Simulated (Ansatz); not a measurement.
H3Ge–CH⁺, doublet: the ladder up to UCCSDT(Q)

Geometry: that of the H3Ge–CH, singlet, kept fixed.

```xyz
6

Ge    0.0000    0.0143    0.2743
C     0.0000   -0.1487   -1.6818
H     0.0000    1.4061    0.9431
H     1.2475   -0.7687    0.7247
H    -1.2475   -0.7687    0.7247
H     0.0000    0.8692   -2.1231
```

Basis cc-pVDZ; Ansatz 0.2.0. Correlated methods freeze the noble-gas cores and the filled d shells of p-block atoms, which leaves 11 electrons in 46 orbitals. Prefix R: restricted or restricted open-shell reference; prefix U: unrestricted. Active spaces: frontier = (9e, 9o) about the gap. No spin–orbit coupling is included, and no scalar relativity.

Full CI isn't at hand for all of this; UCCSDT(Q) serves as the reference, and is uncertain by about the last step of the cluster series. The frozen core follows each run's orbitals, which can shift R against U totals by a few meV for light atoms and by up to 0.1 eV past Ca.

- UHF ⟨S²⟩: 0.759
- T1 diagnostic (RCCSD): 0.0351
- largest doubles amplitude (RCCSD): 0.057
- T1 diagnostic (UCCSD): 0.0315

```csv
level,E − E(UCCSDT(Q)) (kJ/mol),share of correlation (%),wall time
UHF,595.7,1.25,–
UMP2,143.7,76.17,–
UCCSD,21.5,96.44,–
UCCSD(T),5.6,99.07,11 s
UCCSDT,1.0,99.84,–
```

The correlation energy at UCCSDT(Q), counted from RHF, is -6.253 eV. That run took 58 s on 1 thread of Arm Neoverse V2, shared host.

Run but not shown, since their state or frozen core can't be matched to the reference's or they repeat it: RHF, RMP2, RCCSD, RCCSD(T), BCCD(T), RCCSDT, RCCSDT(Q), CASSCF (frontier space), MRCISD (frontier space), MRCISD+Q (frontier space).

Times hold each run's SCF and search for its determinant on a shared host, so for small cases they say little of a method's own cost; they ran on 1 thread of Arm Neoverse V2.
